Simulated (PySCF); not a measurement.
Structure with atom numbers: `[CH3:1][O:2][CH:3]1[CH2:4][CH2:5]1`. Each H is labelled by its parent atom. Ha(C4), Ha(C5) are cis to O2 on the ring; Hb(C4), Hb(C5) are trans to O2 on the ring.

- PBE0/pcSseg-1 with gauge-including orbitals
- coordinates at the PBE0-D3(BJ)/def2-SVP level
- code: PySCF 2.14.0 with density-fitted response routines
- relativity neglected, isolated molecule, single conformer, one averaged value for each set of equivalent atoms

Referencing at the same level of theory: 13C (σref 184.41), 1H (σref 31.27) vs TMS; 17O (σref 334.56) against H2O.

```
        atoms  nucleus  count  Hirshfeld charge  δ (ppm)
        H(C1)       1H      3              0.04        ?
        C4/C5      13C      2             -0.10        ?
           C3      13C      1              0.02     54.3
        H(C3)       1H      1              0.04     2.77
Hb(C4)/Hb(C5)       1H      2              0.05     0.34
           O2      17O      1             -0.14     32.7
           C1      13C      1             -0.04     58.0
Ha(C4)/Ha(C5)       1H      2              0.05     0.49
```

Fill in the missing shifts.

Answers


- C4/C5: 6.4 ppm, three-membered-ring carbon; carbons of three-membered rings are unusually shielded
- H(C1): 3.19 ppm, hydrogen on a methyl carbon bonded to O; its carbon carries O, an electronegative neighbour

Shifts are as computed. Against solution values, carbons near 30 ppm lie about +2 ppm off and those near 130 ppm about +5 ppm. Of 1211 compounds with measured shifts, 218 miss one by over three times the rms of a fit or turn the order of signals round; such compounds aren't used in these exercises. Experimental scales use liquid or dissolved standards, which lie at an offset from isolated H2O (liquid H2O: subtract about 36 ppm).
